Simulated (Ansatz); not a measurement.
Relaxed structures of BSiNH₃, doublet (PBE0-D4/def2-TZVP; forces vanish, vibrations not checked; lower isomers may exist, and structures with a doubtful reference or unclear bonds are left out; Å). Program: Ansatz 0.2.0. Basis: def2-TZVPP. Cores are frozen in the correlated methods; orbitals are unrestricted.

Task: Rank them by CCSD(T) energy, lowest first, and give each one's height above the lowest. Links in brackets join atoms within 1.22 times the sum of their covalent radii (1.1 for two metals). (Judge from chemistry; the value comes from the calculation.)
A.
BSiNH₃ ([BH][N][SiH2])
```
6
angstrom
B -0.0922 -1.6954 -0.0932
N 0.0737 -0.4576 -0.0277
Si 0.4682 1.1911 0.0489
H -0.2526 -2.8544 -0.1541
H -0.1083 1.9200 -1.1143
H -0.0060 1.7821 1.3304
```
B.
BSiNH₃ ([B]1[NH][SiH2]1)
```
6
angstrom
B -1.4059 -0.6522 0.0215
N -0.0962 -1.0132 -0.0539
Si -0.0588 0.7640 0.0462
H 0.4943 -1.8277 -0.1253
H 0.4823 1.4342 -1.1609
H 0.5842 1.2949 1.2724
```
C.
BSiNH₃ ([BH]1[NH][SiH]1)
```
6
angstrom
B -1.4399 -0.4799 0.0653
N -0.1383 -0.9182 -0.0400
Si -0.0128 0.8445 0.0425
H 0.3330 -1.8105 -0.0685
H -2.5251 -0.9587 0.1059
H 0.7609 1.2629 1.2665
```
D.
BSiNH₃ ([NH2][B][SiH])
```
6
angstrom
B -0.1092 -0.3417 0.1873
N 0.0792 1.0097 0.2320
Si -0.4135 -2.2296 0.2726
H -0.0029 -2.2557 -1.2012
H 0.9632 1.4354 0.4654
H -0.6455 1.6747 0.0089
```

Result: The calculation gives: A (0.00 kcal/mol), C (19.47 kcal/mol), D (29.11 kcal/mol), B (33.69 kcal/mol). Heights count from the lowest.

No T1 diagnostic of these runs exceeds 0.020. ⟨S²⟩ of the unrestricted Hartree–Fock references: 0.76 to 0.77 (a pure state has 0.75).

For scale, one of the runs: CCSD(T)/def2-TZVPP, 146 basis functions, launched by `ansatz run in.yaml --threads 2 --pin off --events-out ev --progress --plain --max-ram 4352MiB`. The run took 50 s on 2 CPU threads of an Arm Neoverse V1 (shared host), with 1.9 GiB of host memory at its peak.
